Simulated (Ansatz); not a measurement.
Basis-set extrapolation for C₃H₃NO (`C=C1OC1=N`) (PBE0-D4/def2-TZVP geometry, frozen core, Ansatz 0.2.0). Multiplicity 1, RHF reference.

|  | def2-TZVPP | def2-QZVPP |
| --- | --- | --- |
| HF | -244.649068 | -244.659715 |
| MP2 correlation | -0.896690 | -0.958700 |
| CCSD(T) correlation | -0.954660 | not run |

Energies in hartree. Use E(X) = E(∞) + A·exp(−7.88·√X) for Hartree–Fock and E(X) = E(∞) + B·X^(−2.97) for correlation, with X = 3 and 4, and add CCSD(T) minus MP2 of the smaller set to the MP2 limit.

**Question.** What is the CCSD(T) energy at the basis-set limit?

**Answer.** HF limit: -244.659715 + (-0.010647) × 0.13774 = -244.66118. MP2 limit: -0.958700 + (-0.062010) × 0.74074 = -1.00463. Higher-order term: -0.954660 − (-0.896690) = -0.05797. Total: -245.72378 hartree, 315.2 kJ/mol below CCSD(T)/def2-TZVPP.
